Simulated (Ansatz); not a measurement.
Cost and result for the atomization energy of C₂H₆Al, SMILES `[CH2][AlH][CH3]` radical (9 atoms, 8 bonds).

Cartesian coordinates in Å:
```
C 1.6017 0.5944 -0.8084
Al -0.0308 0.6856 0.2145
C -1.1575 -0.8890 0.4601
H 1.9779 -0.3099 -1.2861
H 2.2627 1.4431 -0.9809
H -0.4415 2.0848 0.8509
H -0.7216 -1.7979 0.0385
H -1.3549 -1.0705 1.5218
H -2.1360 -0.7407 -0.0104
```

Charge 0, multiplicity 2. The geometry is a stationary point of PBE0-D4/def2-TZVP. Program: Ansatz. All runs use 2 threads of a server CPU on a shared host. Times are those of one run each, without the atoms' runs, and a repeat can differ threefold. Electronic energies, without spin–orbit coupling; frozen cores. CCSD(T)/CBS adds CCSD(T) − MP2 in def2-TZVPP to the MP2 limit, and its time is that of the two runs behind it. T1 = 0.010; ⟨S²⟩ of the reference is 0.76. B3LYP takes the VWN-RPA correlation (the form of Gaussian; ORCA's B3LYP/G).

CCSD(T)/CBS is a level of theory with its own doubt, some kJ/mol a heavy atom from the limit and from the frozen cores, so smaller differences don't rank the functionals.

```csv
level,functions,wall time,atomization (kJ/mol),difference from CCSD(T)/CBS,per bond
BLYP-D4/def2-TZVPP,188,3.3 s,2990.8,-20.0,-2.5
PBE-D4/def2-TZVPP (with forces),188,3.4 s,3030.6,19.8,2.5
CCSD(T)/def2-SVP,76,3.7 s,2874.4,-136.4,-17.0
PBE0-D4/def2-TZVPP,188,3.8 s,3012.7,1.9,0.2
BHLYP-D4/def2-TZVPP,188,4 s,2971.7,-39.1,-4.9
B3LYP-D4/def2-TZVPP (with forces),188,5.5 s,3018.4,7.6,0.9
r2SCANh-D4/def2-TZVPP,188,7.5 s,3025.5,14.7,1.8
ωB97X-V/def2-TZVPP,188,11 s,3017.4,6.6,0.8
B97M-V/def2-TZVPP,188,13 s,3042.9,32.1,4.0
ωB97M-V/def2-TZVPP (with forces),188,14 s,3018.1,7.3,0.9
MP2/def2-QZVPP,364,19 s,2990.3,-20.5,-2.6
CCSD(T)/def2-TZVPP,188,2 min,2946.4,-64.4,-8.0
CCSD(T)/CBS(def2),–,2.4 min,3010.8,0.0,0.0
```

From r2SCAN to r2SCAN0 (25 % exact exchange), in def2-TZVPP and without D4, the atomization energy moves by −23.4 kJ/mol: exact exchange takes away binding that semilocal exchange gives to molecules. The D4 term adds +19.2 kJ/mol with B3LYP and +10.0 kJ/mol with PBE0; it sums over pairs of atoms, weighted by their polarisabilities, and B3LYP, whose exchange is more repulsive, gets the larger term. In def2-TZVPP, CCSD(T) changes the Hartree–Fock value by +616.3 kJ/mol (the triples alone add +26.3 kJ/mol) and MP2 by +621.9 kJ/mol; breaking electron pairs costs correlation energy, which Hartree–Fock lacks.
